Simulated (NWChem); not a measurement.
BH3O2 (SMILES OBO): entropy by statistical mechanics

A singlet with charge 0, relaxed at BB1K/STO-3G (NWChem 7.3.0):

```xyz
6

O     1.1489    0.0000   -0.2845
B     0.0000    0.0000    0.4474
O    -1.1489    0.0000   -0.2845
H     1.9252    0.0000    0.3468
H     0.0000    0.0000    1.6207
H    -1.9252    0.0000    0.3468
```

Harmonic wavenumbers in cm⁻¹: 519, 568, 670, 1003, 1143, 1177, 1226, 1386, 1722, 3055, 4001, 4008.

Masses in u: O 15.999, B 10.81, H 1.008. Take T = 298.15 K, p = 1 bar, R = 8.3145 J/(mol K), kT/hc = 207.22 cm⁻¹, rigid rotor and harmonic oscillator.

Q: Compute the standard molar entropy.

A: 
1. Translation (Sackur–Tetrode): S = R[3/2 ln M + 5/2 ln T − 1.1517] with M = 45.832 gives 156.6 J/(mol K).
2. Rotation: principal moments 7.562, 49.709, 57.271 u Å² give A, B, C = 2.2292, 0.3391, 0.2943 cm⁻¹; the symmetry number is σ = 2; q = (√π/σ)√((kT/hc)³/ABC) = 5605; S = R(ln q + 3/2) = 84.2.
3. Vibration: with u = ν̃/207.22, each mode gives R[u/(eᵘ − 1) − ln(1 − e⁻ᵘ)]; the sum is 7.2, most from 519 cm⁻¹ (2.6), 568 cm⁻¹ (2.1), 670 cm⁻¹ (1.4).
4. Electronic: R ln 1 = 0.0, from the spin multiplicity alone.
5. Sum: 156.6 + 84.2 + 7.2 + 0.0 = 248.0 J/(mol K).

No measured value is set beside it here.
